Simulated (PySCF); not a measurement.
# Two-dimensional NMR puzzle

Compound of formula C4H3FO. Correlations simulated from computed shifts and couplings:

HSQC (one-bond C–H):
```csv
δH,δC,"1J(C,H) (Hz)"
8.86,176.5,188
6.76,156.1,181
6.08,106.8,171
```

COSY cross peaks (|J| ≥ 2 Hz):
```csv
δH,δH,abs. J (Hz),bonds
8.86,6.76,3.2,3
```

HMBC (two and three bonds, |J| ≥ 2.5 Hz):
```csv
δH,δC [abs. J in Hz]
8.86,"188.7 [19.9], 156.1 [6.3], 106.8 [6.8]"
6.76,"188.7 [4.2], 176.5 [2.8], 106.8 [21.1]"
6.08,"188.7 [2.7], 156.1 [6.2]"
```

Carbons without hydrogens: δ 188.7.

In vacuum, a single conformation, non-relativistic Hamiltonian. NMR shieldings at PBE0/pcSseg-1/GIAO; J: B3LYP/pcJ-1; geometry: GFN2-xTB; PySCF.

References, each an isolated molecule treated in the same way: TMS for 1H (σ = 31.72 ppm) and 13C (σ = 186.93 ppm).

Exchangeable hydrogens are left out of these lists, and C,H couplings along chains are those of one rotamer, so weak HMBC peaks may be missing or extra.

Question: Assemble the structure.

Answer: SMILES O=C1C=C[C@@H]1F.

Atom-mapped SMILES (the numbers label the heavy atoms): `[O:1]=[C:2]1[CH:3]=[CH:4][C@@H:5]1[F:6]`. Hydrogens are named by the atom that carries them.

δC 188.7 is C2, a ketone carbonyl carbon. δC 176.5 is C4, a β carbon of a C=C–C=O unit (δH 8.86). δC 156.1 is C3, an α carbon of a C=C–C=O unit (δH 6.76). δC 106.8 is C5, an sp3 CH bonded to F, α to a carbonyl (δH 6.08). HMBC from δH 8.86 reaches the proton-free carbon C2. HMBC from δH 6.76 reaches the proton-free carbon C2. HMBC from δH 6.08 reaches the proton-free carbon C2. COSY links 8.86–6.76.

The data come from this structure; uniqueness wasn't tested.

Common functionals overestimate the size of one-bond C–F couplings by tens of Hz; these are unscaled. Unscaled 3J(H,H) at this level run about 10 % above measured values. Shifts are as computed. Against solution values, carbons near 30 ppm lie about +3 ppm off and those near 130 ppm about +5 ppm. Of 1211 compounds with measured shifts, 218 miss one by over three times the rms of a fit or turn the order of signals round; such compounds aren't used in these exercises.
